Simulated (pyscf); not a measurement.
# Four-centre exchange: `[GeH2]` [singlet] + `[NH3]` → `[NH2][GeH]` [singlet] + `[H][H]`

Gas phase, singlet surface, charge 0. Bonds broken: Ge1–H2, N4–H5. Bonds formed: Ge1–N4, H2–H5. Single points on ωB97X-D3(BJ)/def2-SVP structures (PySCF, gas phase).

Transition state (Å):

```xyz
7

Ge    -0.3162     1.0795     0.0467
H      0.5470     0.1655    -1.3462
H      0.9053     0.6493     0.9645
N     -1.0419    -0.7877     0.0730
H     -0.0339    -0.4889    -0.9474
H     -0.7836    -1.4009     0.8415
H     -2.0273    -0.8983    -0.1533
```

One imaginary mode, 1360i cm⁻¹; descent along it reached the two sides named, in the forms told below.

```
bond    change  reactant side (Å)  saddle  product side
------  ------  -----------------  ------  ------------
Ge1–H2  breaks              1.595   1.876           4.4
N4–H5   breaks              1.020   1.465           2.7
Ge1–N4   forms              2.186   2.003         1.815
H2–H5    forms                2.7   0.962         0.761
```

Electronic energies relative to the separated reactants (kcal/mol):

| level | barrier | reaction energy | reverse barrier |
|---|---|---|---|
| ωB97X-D3(BJ)/def2-TZVP | 10.0 | -16.6 | 26.6 |
| PBE/def2-TZVP | 4.8 | -17.1 | 21.9 |
| r²SCAN/def2-TZVP | 5.5 | -18.2 | 23.7 |
| B3LYP-D3(BJ)/def2-TZVP | 10.0 | -16.5 | 26.5 |
| PBE0-D3(BJ)/def2-TZVP | 7.0 | -15.6 | 22.6 |
| M06-2X/def2-TZVP | 9.6 | -18.0 | 27.7 |
| ωB97M-D3(BJ)/def2-TZVP | 11.6 | -14.9 | 26.5 |
| HF/def2-TZVP | 28.4 | -9.7 | 38.1 |

With ωB97M-D3(BJ)/def2-TZVP energies and thermal terms (ideal gas, 1 atm, RRHO with modes under 100 cm⁻¹ raised to 100, one conformer, R ln 2 for chiral ones without a mode under 150 cm⁻¹), in kcal/mol:

| T (K) | ΔH‡ | ΔG‡ | ΔH | ΔG |
|---|---|---|---|---|
| 298 | 10.4 | 20.2 | -16.8 | -15.1 |
| 600 | 10.5 | 30.2 | -15.8 | -13.7 |
| 900 | 11.2 | 40.0 | -14.8 | -12.9 |
| 1200 | 12.0 | 49.5 | -14.2 | -12.4 |

On the reactant side the descent ends in an adduct with a Ge–N contact, 27.4 kcal/mol under the separated species and 37.4 kcal/mol under the saddle at ωB97X-D3(BJ)/def2-TZVP. What is counted as formed (Ge–N) is already present as a longer contact in the reactant adduct; forming that adduct is a step of its own. At the saddle there is also a short Ge–H contact that neither side keeps. One saddle was located; it need not be the lowest between these sides. Elements up to Kr have no core potential and no relativistic terms here.
